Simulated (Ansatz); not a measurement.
`F[SiH3]` → H–F + `[SiH2]` at 500 K and 1 bar (silylene loss).

Isolated molecules relaxed with PBE0-D4/def2-TZVP in Ansatz; ΔE leaves out vibrations. CCSD(T)/CBS is extrapolated from def2-TZVPP and def2-QZVPP, frozen cores.

| species | CCSD(T)/CBS energy (Eh) | H − E (kJ/mol) | S (J/(mol·K)) |
| --- | --- | --- | --- |
| `F[SiH3]` | -390.72034 | 94.1 | 267.5 |
| H–F | -100.39431 | 39.4 | 188.7 |
| `[SiH2]` | -290.18696 | 48.0 | 226.5 |

H − E and S are ideal-gas, rigid-rotor, harmonic terms from PBE0-D4/def2-TZVP. 1 Eh = 2625.50 kJ/mol, R = 8.31446 J/(mol·K).

Problem. By hand: ΔE, ΔH, ΔS and ΔG.

Solution. ΔE = (-100.39431) + (-290.18696) − (-390.72034) = 0.13907 Eh = 365.1 kJ/mol. Δ(H − E) = 39.4 + 48.0 − 94.1 = -6.7, so ΔH = 358.4 kJ/mol. ΔS = 188.7 + 226.5 − 267.5 = 147.7 J/(mol·K). ΔG = 358.4 − 500 × (147.7)/1000 = 284.5 kJ/mol.

Problem. By hand: the equilibrium constant, and the temperature at which ΔG would vanish if ΔH and ΔS stayed fixed.

Solution. log₁₀ K = −ΔG/(RT ln 10) = -29.7. ΔG = 0 at ΔH/ΔS = 2427 K.

The number of gas molecules changes by +1, which sets the sign of ΔS. A doubt of 5 kJ/mol in ΔE shifts log₁₀ K by 0.5 here. These are equilibria of isolated gas molecules and say nothing of rates. Largest T1 diagnostic: 0.014 (customary marks: 0.02 for closed shells, 0.045 for open ones).
